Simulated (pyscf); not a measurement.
Thermochemistry of product channels of H₃C–AlH–CH₃ + hydrogen fluoride (HF) on the singlet surface, in eV, from ωB97M-D3(BJ)/def2-TZVP energies (ideal gas, 1 atm, RRHO with modes under 100 cm⁻¹ raised to 100, one conformer, R ln 2 for chiral ones without a mode under 150 cm⁻¹). Optimised with ωB97X-D3(BJ)/def2-SVP in PySCF.

```
products                               ΔE  ΔH(298 K)  ΔG(600 K)  ΔG(1200 K)
-----------------------------  ----------  ---------  ---------  ----------
H₃C–Al(CH₃)–F + hydrogen (H₂)  (withheld)      -1.96      -1.84  (withheld)
methane (CH₄) + H₃C–AlH–F           -2.13      -2.08      -2.00       -1.85
```

Question: Fill in the missing entries.

Answer: 
- H₃C–Al(CH₃)–F + hydrogen (H₂), ΔE: -1.90
- H₃C–Al(CH₃)–F + hydrogen (H₂), ΔG(1200 K): -1.75

These are energies of the channels, which say nothing of barriers.
